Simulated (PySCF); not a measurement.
## Polarisability as a sum over states

C₅H₈.
Geometry (PBE0-D3(BJ)/def2-SVP, Å), atoms numbered from 1 in this order:
```xyz
13
C5H8 angstrom
C      1.967   -0.117   -0.404
C      0.673   -0.052   -0.104
C     -0.226    1.040    0.440
C     -1.444    0.112    0.202
C     -0.482   -1.026   -0.222
H      2.628    0.741   -0.249
H      2.410   -1.029   -0.816
H     -0.219    1.986   -0.124
H     -0.039    1.278    1.500
H     -2.105    0.453   -0.606
H     -2.061   -0.096    1.087
H     -0.429   -1.862    0.495
H     -0.644   -1.452   -1.225
```

Method: PySCF, TDDFT CAM-B3LYP/def2-SVPD, vertical, gas phase, core orbitals frozen in the response.

Computed singlets:

| state | E (eV) | f |
| --- | --- | --- |
| S1 | 6.80 | 0.321 |
| S2 | 6.85 | 0.016 |
| S3 | 7.41 | 0.0001 |
| S4 | 7.49 | 0.0058 |
| S5 | 7.81 | 0.0000 |
| S6 | 8.00 | 0.0040 |

Q: Build the mean polarisability up from these states and compare it with the full response value.

A: Each state adds f / ΔE² (ΔE in hartree, 27.2114 eV).

```tsv
state	f/ΔE² (au)	running sum (au)	running share of α (%)
S1	5.14	5.14	8.6
S2	0.25	5.39	9.1
S3	0.00	5.39	9.1
S4	0.08	5.47	9.2
S5	0.00	5.47	9.2
S6	0.05	5.51	9.3
```

The full response gives 59.53 au (8.82 Å³), so 54.0 au comes from the higher roots of the same equations.

Q: By how much does the contribution of these states grow at 589.3 nm?

A: With ω = 0.0773 hartree each state's term in the mean polarisability goes from f / ΔE² to f / (ΔE² − ω²); the sum over all 6 states goes from 5.51 to 6.09 au, a rise of 0.58 au. The full frequency-dependent response rises by 1.79 au, from 59.53 to 61.32 au.

The largest single term belongs to S1, which also has the largest f.

A one-level model with all 28 active electrons at a single energy would need ΔE = √(N/α) = 18.7 eV to give this α, against S1 at 6.80 eV.
